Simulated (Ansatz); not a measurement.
Relaxed structures of MgH3SO (charge +1), closed shell (PBE0-D4/def2-TZVP; forces vanish, vibrations not checked; lower isomers may exist, and structures with a doubtful reference or unclear bonds are left out; Å). Ansatz 0.2.0; basis: def2-TZVPP; cores frozen in the correlated methods. The outer core shell of Li, Na, Mg and K is correlated. The def2 sets are not built for correlating such inner shells, so the correlated values are less sure here.

Question: Rank them by CCSD(T) energy, lowest first, and give each one's height above the lowest. Links in brackets join atoms within 1.22 times the sum of their covalent radii (1.1 for two metals). (To be estimated.)
A.
MgH₃SO ([OH2][S][MgH]), total charge +1
```
6
angstrom
O -0.8626 0.0929 -0.9560
S 0.8696 -0.4599 -0.8869
Mg 1.1906 -0.0894 1.5188
H -1.4360 -0.6306 -1.2676
H -0.9504 0.8507 -1.5618
H 1.1888 0.2363 3.1535
```
B.
MgH₃SO ([OH2][Mg][SH]), total charge +1
```
6
angstrom
O -0.8449 0.0029 -1.3841
S 0.9100 0.1816 2.4462
Mg 0.0520 0.0584 0.3883
H -1.3466 -0.7366 -1.7549
H -0.8789 0.7160 -2.0371
H 2.1087 -0.2823 2.0407
```
C.
MgH₃SO ([OH]1[MgH][SH]1), total charge +1
```
6
angstrom
O -0.1342 0.1260 -0.4314
S 1.3340 -0.2542 -1.1942
Mg 0.6850 0.1762 1.4114
H 1.1235 -1.5859 -1.2970
H -0.8404 0.3747 -1.0463
H 0.9641 0.2590 3.0464
```

Answer: By the calculation: B (0.0 kJ/mol), C (259.8 kJ/mol), A (349.2 kJ/mol). Heights count from the lowest.

No T1 diagnostic of these runs exceeds 0.012.

For scale, one of the runs: CCSD(T)/def2-TZVPP, 147 basis functions, launched by `ansatz run in.yaml --threads 2 --pin off --events-out ev --progress --plain --max-ram 4352MiB`. The run took 27 s on 2 CPU threads of an Arm Neoverse V1 (shared host), with 0.98 GiB of host memory at its peak.
